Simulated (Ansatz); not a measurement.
fcc Pt was calculated with LDA (Ansatz, an electronic-structure program, PAW).

Run with plane-wave cutoff 520 eV, 28×28×28 k mesh, Fermi–Dirac smearing 0.053 eV (set by the program), scalar-relativistic PAW data made under PBE.

Computed at the level's own relaxed cell.

Elastic tensor (GPa, Voigt notation, ions relaxed):

```
  380.5   269.9   269.9     0.0     0.0     0.0
  269.9   380.5   269.9     0.0     0.0     0.0
  269.9   269.9   380.5     0.0     0.0     0.0
    0.0     0.0     0.0    80.2     0.0     0.0
    0.0     0.0     0.0     0.0    80.2     0.0
    0.0     0.0     0.0     0.0     0.0    80.2
```

Question: Work out the Voigt, Reuss and Hill averages of the bulk and shear moduli, Young's modulus and Poisson's ratio from the printed constants.

Answer: K_V = [C11 + C22 + C33 + 2(C12 + C13 + C23)]/9 = [1141.5 + 2 × 809.7]/9 = 306.8 GPa. G_V = [1141.5 − 809.7 + 3 × 240.6]/15 = 70.2 GPa. From the compliances S = C⁻¹, K_R = 306.8 and G_R = 68.0 GPa. Hill means: K = 306.8, G = 69.1 GPa. E = 9KG/(3K + G) = 193 GPa, ν = (3K − 2G)/(6K + 2G) = 0.40, K/G = 4.44.

Measured, for comparison: elastic constant C11 358 GPa, elastic constant C12 254 GPa, elastic constant C44 77.4 GPa (0 K, low-temperature values given for 0 K; zero-point effects included; as tabulated in Li et al. (2021), arXiv:2102.01972). Computed (rounded) less measured: elastic constant C11 +6 %, elastic constant C12 +6 %, elastic constant C44 +4 %.

Spin–orbit coupling is not included.

Static lattice: no zero-point or thermal effects.
